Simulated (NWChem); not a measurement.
# CF3 (trifluoromethyl radical): UHF/def2-SVPD

We compute a single-point energy of CF3 (trifluoromethyl radical). Input form: an ASE script.

Program for the calculation: NWChem 7.3.0.

1 further run of the same task is left out (it didn't finish).

### 1 The structure to begin with

CF3: 4 atoms, total charge 0, spin state doublet. SMILES: `F[C](F)F`. One bond was lengthened or shortened from a relaxed shape.

Bond lengths: F1–C2 1.510 Å, C2–F3 1.313 Å, C2–F4 1.313 Å. Angles: F1–C2–F3 111.4°, F1–C2–F4 111.4°, F3–C2–F4 111.4°.

### 2 The energy at UHF/def2-SVPD

The input, run.py:

```python
from ase import Atoms
from ase.calculators.nwchem import NWChem

mol = Atoms(['F', 'C', 'F', 'F'], positions=[
    [-1.405656, 0.037557, 0.348194],
    [-0.039500, -0.059500, -0.286700],
    [0.658900, -1.044900, 0.227300],
    [0.608100, 1.079500, -0.205900],
])

calc = NWChem(
    label='cf3',
    theory='scf',
    memory='2200 mb',
    basis='def2-SVPD',
    basispar='spherical bse',
    scf={'nopen': '1', 'uhf': None, 'thresh': '1e-08', 'maxiter': '80'},
    task='energy',
)
mol.calc = calc

print("Total energy (eV):", round(mol.get_potential_energy(), 6))
```

The run is started by

```sh
$ export ASE_NWCHEM_COMMAND="nwchem PREFIX.nwi > PREFIX.nwo"
$ python run.py
```

What it wrote:

```text
Total energy (eV): -9138.974363
```

The calculator wrote cf3.nwi:

```
title "cf3"

permanent_dir cf3

scratch_dir cf3

start cf3

geometry units angstrom nocenter noautosym noautoz
  F  -1.4056560000000000e+00 3.7557000000000000e-02 3.4819400000000000e-01
  C  -3.9500000000000000e-02 -5.9499999999999997e-02 -2.8670000000000001e-01
  F  6.5890000000000004e-01 -1.0448999999999999e+00 2.2730000000000000e-01
  F  6.0809999999999997e-01 1.0794999999999999e+00 -2.0590000000000000e-01
end

memory 2200 mb

basis spherical bse noprint
   * library def2-SVPD
end

scf
  nopen 1
  uhf
  thresh 1e-08
  maxiter 80
end

task scf energy
```

cf3.nwo (excerpt; [...] marks lines left out):

```text
[...]
  functions       =    89
[...]
  wavefunction    = UHF
[...]
         Total SCF energy =   -335.851115955984
      One electron energy =   -703.820649567622
      Two electron energy =    249.010788631322
 Nuclear repulsion energy =    118.958744980316
                       Sz =      0.5000
                 Sz(Sz+1) =      0.7500
                      S^2 =      0.7548
[...]
```

Wall time 18 s (1 thread of Intel Xeon Platinum 8375C at 2.90GHz (Ice Lake), shared host); peak memory 0.097 GiB.

### 3 Summary of results

At UHF/def2-SVPD:

| quantity | value |
| --- | --- |
| total energy | -335.85112 Eh |
| dipole moment | 1.29 D |
| HOMO energy (highest over α and β) | -13.97 eV |
| LUMO energy (lowest over α and β) | 1.21 eV |
| ⟨S²⟩ | 0.755 |
